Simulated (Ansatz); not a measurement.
Base system: CdS in the zinc blende structure (space group F-43m, No. 216).

```
CdS
1.0
    0.00000     2.96355     2.96355
    2.96355     0.00000     2.96355
    2.96355     2.96355     0.00000
S Cd
1 1
Direct
  0.75000   0.75000   0.75000
  0.00000   0.00000   0.00000
```

Method: PBE in Ansatz (plane waves to 420 eV, PAW, no spin-orbit coupling), earlier PAW set.

One thing is altered: every S is replaced by Te, then cell and atoms are relaxed.

Measured lattice parameter a: CdS 5.832 Å (room temperature; as listed in arXiv:1206.3780); CdTe 6.48 Å (room temperature; as listed in M J Lucero, T M Henderson, G E Scuseria, Journal of Physics Condensed Matter (2012)).

**Question.** How well does PBE reproduce the measured shift?

**Answer.** With PBE the lattice parameter a moves by +0.691 Å (5.927 → 6.619) against +0.648 Å measured.

No phonon test of stability was made.

Ansatz is a first-principles code.
